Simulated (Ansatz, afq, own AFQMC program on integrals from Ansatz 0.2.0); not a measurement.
C₂H₄S, triplet in def2-TZVP, levels against AFQMC with the constraint released

```xyz
7

C    -0.7975    1.2648   -0.6226
S     0.7548    0.4956   -0.5878
C     0.3898   -0.9049    0.3646
H    -1.4573    1.2199    0.2470
H    -1.0684    1.8467   -1.5052
H    -0.3158   -0.8406    1.1963
H     0.9363   -1.8271    0.1605
```

Basis def2-TZVP. Noble-gas cores (and the filled d shells of Ga–Kr and In–Xe) are frozen. Integrals, coupled cluster, full CI and functionals: Ansatz 0.2.0; the random walks run on the same integrals in our own AFQMC program. The CISD trial takes its coefficients from CCSD amplitudes. Released means that phaseless walkers are propagated on without the constraint, phases kept. Error bars are statistical, one sigma.

Determinant: UHF, the one that the program's search chose, which needn't be the lowest solution. The geometry is a PBE0/def2-SVP stationary point of this or a neighbouring charge and spin state.

No full CI on the walks' own integrals is used here. The released AFQMC energy serves as the reference, which it does only where one determinant dominates, the energy is flat over the last release times and near the phaseless one (40 meV or 2 meV an electron, half that with transition metals). On small molecules, where full CI could be run and the noise was under 10 meV, such values lay within 10 meV of it in 19 cases of 20, a flattering rate, since the rule was set on those same cases; what remains of the bias isn't in the error bar.

Cautions: the released value is read at 1.50 1/Eh with a noise of 12 meV, more than in the cases checked (meV from the phaseless value at times in 1/Eh: -6 ± 6 at 0.24, -5 ± 5 at 0.51, -26 ± 9 at 0.99, -16 ± 12 at 1.50).

The T1 diagnostic is 0.0207, the weight of the determinant in the CISD state is 0.816 and the ⟨S²⟩ of the determinant is 2.039. The size of the correlated space is 18 electrons in 116 orbitals.

| level | correlation energy (eV) |
| --- | --- |
| MP2 | -12.2790 |
| CCSD | -13.5564 |
| CCSD(T) | -14.1357 |

(1) Estimate where phaseless AFQMC with a CISD trial lies against CCSD(T) on the same integrals.

(1) 1.23 ± 0.20 kcal/mol below CCSD(T).

Reference: AFQMC with the constraint released, correlation energy -14.205 ± 0.012 eV.

| level | E − E(reference) (kcal/mol) | share of correlation (%) |
| --- | --- | --- |
| CCSD(T) | 1.60 ± 0.28 | 99.51 |
| ph-AFQMC/CISD | 0.37 ± 0.35 | 99.89 |

Released energies are given only where the last usable release times agree within the noise; a slower fall can still hide under it.
